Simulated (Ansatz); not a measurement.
**CHAl (singlet): wave-function methods side by side at angle C2–Al1–H3 = 180.0°, cc-pVTZ**

The task here is to estimate one member of a computed series from the others.

Program: Ansatz 0.2.0, Gaussian basis. Level of theory: cc-pVTZ, core rule «outside noble gas», up to 6 orbitals frozen. These are calculated values, not measurements.

Plan: UHF; CCSD(T) on RHF; CCSD(T) on UHF; BCCD(T) on RHF; CISD; CCSDT(Q) on RHF.

13 further runs of the same task are left out: 3 for a known fault of the program, 7 that didn't finish, 3 set aside as unsound or not needed.

**What is computed**

The geometry derives from a PBE0/def2-TZVP stationary point (not a proven minimum). One angle is set to the value named; bond lengths are kept.

3 atoms, charge 0, spin multiplicity 1.

Atoms are counted from 1 here; the program's logs count them from 0.

Bond lengths: Al1–C2 1.924 Å, Al1–H3 1.591 Å. Angles: C2–Al1–H3 180.0°.

The first run:

in.yaml reads:

```yaml
crystal:
  periodic: [false, false, false]
  atoms:
    - {symbol: Al, position_ang: [0.000000, 0.000000, 0.110806]}
    - {symbol: C, position_ang: [0.000000, 0.000000, -1.812723]}
    - {symbol: H, position_ang: [0.000000, 0.000000, 1.701917]}
basis:
  gaussian: {orbitals: cc-pVTZ}
magnetization: {spin_polarized: true, initial_magnetization: 0}
hamiltonian: {xc: hf}
output: {orbitals: {seedname: orbitals}}
```

Started as:

```
> ansatz run in.yaml --threads 1 --pin off --events-out ev --progress --plain --max-ram 2393MiB
```

Among the steps run: UHF; CCSD(T) on RHF; CCSD(T) on UHF; BCCD(T) on RHF; CISD; CCSDT(Q) on RHF.

One of the session's tables, all rows but one given; the rest of the session is left out.

| method | from RCCSDT(Q) (kcal/mol) |
| --- | --- |
| RHF | +156.12 |
| UHF | +128.76 |
| RMP2 | +32.64 |
| UMP2 | +17.72 |
| CISD | +24.71 |
| RCCSD | +12.91 |
| UCCSD | -1.10 |
| RCCSD(T) | +4.52 |
| UCCSD(T) | ? |
| BCCD(T) | +4.62 |
| RCCSDT | +2.37 |
| RCCSDT(Q) | 0 |

Estimate the missing values for UCCSD(T).

As computed: from RCCSDT(Q) (kcal/mol): -9.05. In the column «from RCCSDT(Q) (kcal/mol)» it is the lowest.

The program flags UCCSD(T) as in doubt (see the logs), so those rows may rest on another solution; read them beside their warnings.

Caveats from the session: The determinant is far from a pure spin state, so its energy mixes those of several spin states (harmless only where they are near-degenerate, as at dissociation). The program flags UCCSD(T) as in doubt, so those rows may rest on another solution; read them beside their warnings. Warnings: restricted reference is unstable; spin contamination; large T1 diagnostic. Restricted and unrestricted rows rest on different reference determinants; where their highest levels disagree by more than a few hundredths of an eV, they describe different states and don't form one ladder.
